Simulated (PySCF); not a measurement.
Gas-phase reaction: 2 (CH3)2Si + 3 H2 ⇌ 2 SiH3 + 4 CH3

Computed with PySCF and rigid-rotor harmonic-oscillator thermochemistry at 1 bar. † marks an energy on the PBE0/def2-TZVP geometry and frequencies; other levels use their own. CCSD(T) freezes the core. 6-31G* has spherical d functions here. Open shells (unrestricted): SiH3 (multiplicity 2), CH3 (multiplicity 2); the rest are closed-shell singlets. (CH3)2Si: computed as isolated molecules; such fragments, hydroxides, amides, oligomers or adducts are transient or little studied in the gas. CCSD(T) isn't extrapolated to the basis-set limit.

| level | ΔH°(298 K), kJ |
|---|---|
| BLYP/def2-TZVP† | 624 |
| CCSD(T)/def2-SVP† | 608 |
| CCSD(T)/def2-TZVPP† | … |
| HF/6-31G* | 281 |
| HF/def2-TZVP† | … |
| M06-2X/def2-TZVP† | 698 |
| PBE0/def2-QZVP† | 623 |
| PBE0/def2-TZVP | … |
| r2SCAN/def2-TZVP† | … |
| ωB97X-V/def2-TZVP† | 672 |

**Question.** Some entries are withheld; supply them.

**Answer.** 
- CCSD(T)/def2-TZVPP†, ΔH°(298 K), kJ: 657
- HF/def2-TZVP†, ΔH°(298 K), kJ: 268
- PBE0/def2-TZVP, ΔH°(298 K), kJ: 621
- r2SCAN/def2-TZVP†, ΔH°(298 K), kJ: 568
